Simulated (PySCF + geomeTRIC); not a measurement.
Species: CH6Si, SMILES `C[SiH3]` (charge 0, multiplicity 1).

Give a relaxed geometry from r2SCAN-D4/def2-TZVP (PySCF + geomeTRIC).

the end point of this relaxation (outside a Z-matrix the atoms follow the SMILES, hydrogens last).
Bond lengths (Å): C1–Si2 1.871, C1–H3 1.092, C1–H4 1.092, C1–H5 1.092, Si2–H6 1.487, Si2–H7 1.487, Si2–H8 1.487. Angles (°): Si2–C1–H3 110.9, Si2–C1–H4 110.9, Si2–C1–H5 110.9, H3–C1–H4 108.0, H3–C1–H5 108.0, H4–C1–H5 108.0, C1–Si2–H6 110.7, C1–Si2–H7 110.7, C1–Si2–H8 110.7, H6–Si2–H7 108.2, H6–Si2–H8 108.2, H7–Si2–H8 108.2.
